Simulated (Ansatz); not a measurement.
# AlH2+ (triplet): the correlation ladder at distance Al1–H2 = 2.373 Å, cc-pVTZ

Aim: climb from Hartree-Fock through coupled cluster and multireference methods for AlH2+ (triplet) at one geometry and basis, and see what each rung misses.

Computed with Ansatz 0.2.0, Gaussian basis. Level: cc-pVTZ, core rule «outside noble gas», up to 5 orbitals frozen.

The runs, in order: UHF; CCSD(T) on ROHF; CCSD(T) on UHF; BCCD(T) on ROHF; CISD; CCSDT(Q) on ROHF; CCSDT(Q) on UHF; CASSCF and MRCISD+Q, 4 electrons in 4 orbitals; CASSCF and NEVPT2, 4 electrons in 4 orbitals; CASSCF and MRCISD+Q, 4 electrons in 6 orbitals; CASSCF and NEVPT2, 4 electrons in 6 orbitals; Full CI.

19 further runs of the same task are left out: 4 for a known fault of the program, 9 that didn't finish, 6 set aside as unsound or not needed.

## Step 1: What is computed

The geometry derives from a PBE0/def2-TZVP stationary point (not a proven minimum). One bond is set to the value named and the two fragments are kept rigid.

3 atoms, charge 1, spin multiplicity 3.

Atoms are counted from 1 here; the program's logs count them from 0.

Bond lengths: Al1–H3 1.722 Å.

## Step 2: UHF

File in.yaml:

```yaml
crystal:
  periodic: [false, false, false]
  atoms:
    - {symbol: Al, position_ang: [0.000000, -0.011816, -0.121385]}
    - {symbol: H, position_ang: [0.000000, 1.227698, 1.902160]}
    - {symbol: H, position_ang: [0.000000, -0.911395, 1.347206]}
basis:
  gaussian: {orbitals: cc-pVTZ}
total_charge: 1
magnetization: {spin_polarized: true, initial_magnetization: 2}
hamiltonian: {xc: hf}
output: {orbitals: {seedname: orbitals}}
```

Command:

```console
ansatz run in.yaml --threads 1 --pin off --events-out ev --progress --plain --max-ram 2393MiB
```

The runs that follow: CCSD(T) on ROHF; CCSD(T) on UHF; BCCD(T) on ROHF; CISD; CCSDT(Q) on ROHF; CCSDT(Q) on UHF; CASSCF and MRCISD+Q, 4 electrons in 4 orbitals; CASSCF and NEVPT2, 4 electrons in 4 orbitals; CASSCF and MRCISD+Q, 4 electrons in 6 orbitals; CASSCF and NEVPT2, 4 electrons in 6 orbitals; Full CI.

Before running them: what should the planned runs give, taken together? Wanted: FCI below the RHF energy; RMP2 from FCI; UMP2 from FCI; RCCSD from FCI; RCCSD(T) from FCI; UCCSD(T) from FCI; RCCSDT(Q) from FCI; UCCSDT(Q) from FCI; NEVPT2 pair from FCI.

The runs gave:

```
                         quantity                                                                                                                      value
         FCI below the RHF energy                                                                                                                 -1.6259 eV
                    RMP2 from FCI                                                                                                                 +480.3 meV
                    UMP2 from FCI                                                                                                                 +445.3 meV
                   RCCSD from FCI                                                                                                                  +46.4 meV
                RCCSD(T) from FCI                                                                                                                  +12.2 meV
                UCCSD(T) from FCI                                                                                                                   +9.8 meV
               RCCSDT(Q) from FCI                                                                                                                   +0.1 meV
               UCCSDT(Q) from FCI                                                                                                                   -1.2 meV
             NEVPT2 pair from FCI                                                                                                                 +404.3 meV
           MRCISD+Q pair from FCI                                                                                                                  +21.0 meV
          NEVPT2 valence from FCI                                                                                                                 +198.1 meV
levels within 1 kcal/mol (43 meV)  UCCSD, RCCSD(T), UCCSD(T), BCCD(T), RCCSDT, UCCSDT, RCCSDT(Q), UCCSDT(Q), MRCISD+Q pair, MRCISD valence, MRCISD+Q valence
                    T1 diagnostic                                                                                                                      0.054
   effectively unpaired electrons                                                                                                                       2.03
```

In words: RCCSD(T) misses by +12.2 meV, 0.8 % of the correlation energy. The occupations are near whole numbers, but T1 = 0.054 shows that the orbitals relax strongly. Of the multireference levels listed MRCISD+Q valence comes nearest in total energy (+10.9 meV), which doesn't show that its space is the better one. These misses are within one basis, not against nature; the frozen cores of restricted and unrestricted runs differ, which can shift their rows.
